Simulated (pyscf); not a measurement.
PySCF, gas phase, ωB97X-D3(BJ)/def2-SVP geometries.

Question: Estimate the classical barrier height and the reaction energy of H₃C–CH₂–Zn–OH → ethylene (H₂C=CH₂) + Zn [singlet] + water (H₂O) at ωB97M-D3(BJ)/def2-TZVP. The step runs on the singlet surface, breaks C–H, C–Zn, O–Zn and forms H–O; take the reactant's lowest minimum found as zero.

Answer: ΔE‡ = 3.11 eV, ΔE = +1.35 eV. Zero-point energy shifts the barrier by -0.14 eV. It is a multi-bond step, with an imaginary mode of 1629i cm⁻¹. On the product side the descent ends in a complex (not fully relaxed), 0.19 eV under the separated species and 1.75 eV under the saddle at ωB97X-D3(BJ)/def2-TZVP. At ωB97X-D3(BJ)/def2-TZVP the barrier from the zero used here is 3.29 eV. This is the saddle that the search found; another between the same sides may lie lower. One closed-shell reference is unstable to symmetry breaking; treat the single-reference values with care. Elements up to Kr have no core potential and no relativistic terms here.
